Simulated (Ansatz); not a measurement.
A made-up structure of CH3OS, doublet:

```csv
atom,x (Å),y (Å),z (Å)
C1,-0.5743,0.0045,-0.9821
O2,-0.6392,-0.7095,-0.0217
S3,-1.0233,-1.3141,1.5311
H4,-1.1076,-0.2431,-1.9197
H5,0.0193,0.9369,-0.9742
H6,1.4704,-0.5815,1.8828
```

It is relaxed with PBE-D4/def2-SVP and then PBE0-D4/def2-TZVP (Ansatz 0.2.0). Atoms count as bonded within 1.22 times the sum of their covalent radii (H–H: 0.88 Å). The end point is not checked to be a true minimum.

Task: Does its bonding change? (A judgement: the text doesn't fix the answer.)

Result: Computed: Yes. Formed: S3–H6; broken: O2–S3.

Where it ends: The first stage lowers the energy by 3.92 eV in 19 steps. It ends as a complex of CH₂O ([CH2][O]) + HS:
```xyz
6
angstrom
C -0.6518 -0.0735 -1.1372
O -0.6355 -1.1004 -0.5195
S -0.1383 -0.3806 2.1703
H -0.8768 -0.0578 -2.2205
H -0.4431 0.8985 -0.6545
H 0.8909 -1.1929 1.8776
```

Labels in which every atom is bracketed show which atoms are joined, not bond orders.

For scale, one of the runs: PBE0-D4/def2-TZVP relaxation, 117 basis functions, launched by `ansatz run in.yaml --threads 2 --pin off --events-out ev --progress --plain --max-ram 4352MiB`. The run took about 76 s on 2 CPU threads of an Arm Neoverse V1 (shared host).
